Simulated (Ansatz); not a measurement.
Ideal-gas functions of C₂H₅NO, SMILES `C=NCO` at 400 K and 1 bar, from an Ansatz frequency run at PBE0-D4/def2-TZVP.

Molar mass 59.07 g/mol, point group C1 (symmetry number 1), electronic degeneracy 1, moments of inertia 16.273, 105.704, 110.699 u Å². Harmonic wavenumbers (cm⁻¹, unscaled): 113, 265, 422, 511, 728, 981, 1067, 1083, 1134, 1202, 1266, 1364, 1426, 1492, 1506, 1766, 2988, 3017, 3037, 3153, 3839.

Use S(trans) = R[1.5 ln M + 2.5 ln T − 1.1517]; rotational temperatures θ = 24.2544 K / I; S(rot) = R[ln(√π/σ · √(T³/θAθBθC)) + 1.5]; for each mode x = 1.438777 ν̃/T, S = R[x/(eˣ − 1) − ln(1 − e⁻ˣ)] and H = RT x/(eˣ − 1); 1 cm⁻¹ = 0.0119627 kJ/mol; R = 8.31446 J/(mol·K).

Problem. By hand: the entropy, in J/(mol·K).

Solution. Translation 165.8. Rotation: θ = 1.4905, 0.2295, 0.2191 K, giving 102.7. Vibration, mode by mode: 15.86, 9.02, 5.60, 4.33, 2.34, 1.13, 0.88, 0.84, 0.73, 0.59, 0.49, 0.37, 0.30, 0.25, 0.24, 0.11, 0.00, 0.00, 0.00, 0.00, 0.00, in all 43.1. Electronic 0.0. Sum 311.6 J/(mol·K).

Problem. By hand: H − E and G − E in kJ/mol, counted from the electronic energy.

Solution. Zero-point energy ½ × 32360 × 0.0119627 = 193.6; thermal vibration 9.9; translation, rotation and pV give 4 RT = 13.3. H − E = 216.8 kJ/mol, and G − E = 216.8 − 400 × 311.6/1000 = 92.2 kJ/mol.

Vibration gives 14 % of the entropy, 15.9 J/(mol·K) of it from the mode under 150 cm⁻¹: soft modes count most, and the harmonic formula is weakest for them. The sum counts one conformer and one mirror image; others add a mixing term.
